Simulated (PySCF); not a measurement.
Below is a simulated gas-phase C 1s photoelectron spectrum of `C#CC=O` (2-propynal).

Every computed line was given a Gaussian of 0.7 eV full width at half maximum and an area set by the number of equivalent atoms; the highest printed point is 100. Theory: delta-SCF UKS SCAN, pcX-2 on the ionised atom, pcseg-1 elsewhere, spin-free X2C in PySCF 2.14.0.

| binding energy (eV) | intensity |
| --- | --- |
| 290.6 | 0 |
| 290.7 | 1 |
| 290.8 | 2 |
| 290.9 | 4 |
| 291.0 | 9 |
| 291.1 | 19 |
| 291.2 | 33 |
| 291.3 | 51 |
| 291.4 | 72 |
| 291.5 | 90 |
| 291.6 | 100 |
| 291.7 | 100 |
| 291.8 | 89 |
| 291.9 | 70 |
| 292.0 | 50 |
| 292.1 | 32 |
| 292.2 | 18 |
| 292.3 | 9 |
| 292.4 | 4 |
| 292.5 | 2 |
| 292.6 | 1 |
| 292.7 | 0 |
| 292.8 | 0 |
| 292.9 | 0 |
| 293.0 | 0 |
| 293.1 | 0 |
| 293.2 | 0 |
| 293.3 | 0 |
| 293.4 | 0 |
| 293.5 | 0 |
| 293.6 | 0 |
| 293.7 | 1 |
| 293.8 | 3 |
| 293.9 | 5 |
| 294.0 | 10 |
| 294.1 | 18 |
| 294.2 | 28 |
| 294.3 | 38 |
| 294.4 | 46 |
| 294.5 | 50 |
| 294.6 | 49 |
| 294.7 | 43 |
| 294.8 | 33 |
| 294.9 | 23 |
| 295.0 | 14 |
| 295.1 | 8 |
| 295.2 | 4 |
| 295.3 | 2 |
| 295.4 | 1 |
| 295.5 | 0 |

Q: How many maxima does the curve show, and how many computed lines lie under it?

A: The curve has 2 maxima (at 291.6 and 294.5 eV). Under it lie 3 lines from 3 inequivalent carbon sites. At this width some lines have no maximum of their own.

Q: Decompose the envelope and assign each component. Numbering: `[CH:1]#[C:2][CH:3]=[O:4]`.

A: 
```json
{"position (eV)": "291.64", "relative area": "1", "line": "C 1s", "atoms": "C1", "environment": "terminal alkyne carbon"}
{"position (eV)": "291.65", "relative area": "1", "line": "C 1s", "atoms": "C2", "environment": "alkyne carbon"}
{"position (eV)": "294.53", "relative area": "1", "line": "C 1s", "atoms": "C3", "environment": "aldehyde carbon"}
```

Lowest listed C 1s: C1, bonded to C (triple bond) and H. Highest, 2.89 eV above it: C3, bonded to O (double bond), C and H. The widest gap between neighbouring values is 2.88 eV, between 291.65 and 294.53 eV. Summing the Pauling electronegativity differences to the bonded atoms, each weighted by its formal bond order, gives -0.35 for the lowest site and +1.43 for the highest; no listed site has a larger sum than the highest. The values 291.64 and 291.65 eV lie too close for their order to be trusted.

Shake-up satellites, vibrational structure and lifetime widths aren't simulated. Spin contamination (⟨S²⟩ against 0.75 for a pure doublet) is marked for C 1s of C1 (0.89), C 1s of C2 (0.87) and C 1s of C3 (0.89), which makes these values less certain. Geometry: PBE0-D3(BJ)/def2-SVP; no solvent, vibrations or thermal averaging.

The run took 11 s of wall time on one thread, INTEL XEON PLATINUM 8581C at 2.10 GHz (x86_64), no GPU (shared host), and the process peaked at 0.43 GiB of memory.
